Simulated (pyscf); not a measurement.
Single points on ωB97X-D3(BJ)/def2-SVP structures (PySCF, gas phase).

Problem. Estimate the classical barrier height and the reaction energy of F–MoH(F)(F)(F)–F + NH₃ → H₂N–Mo(F)(F)(F)(F)–F + H₂ at ωB97M-D3(BJ)/def2-TZVP. The step runs on the singlet surface, breaks H–Mo, H–N and forms Mo–N, H–H; take the separated reactants as zero.

Solution. ΔE‡ = 20.3 kcal/mol, ΔE = -14.8 kcal/mol. Zero-point energy shifts the barrier by -0.2 kcal/mol. It is a four-centre exchange, with an imaginary mode of 1211i cm⁻¹. On the reactant side the descent ends in an adduct with a Mo–N contact, 28.5 kcal/mol under the separated species and 47.6 kcal/mol under the saddle at ωB97X-D3(BJ)/def2-TZVP. What is counted as formed (Mo–N) is already present as a longer contact in the reactant adduct; forming that adduct is a step of its own. At the saddle there is also a short H–Mo contact that neither side keeps. One saddle was located; it need not be the lowest between these sides. Elements past Kr carry the def2 core potentials, without spin-orbit coupling.
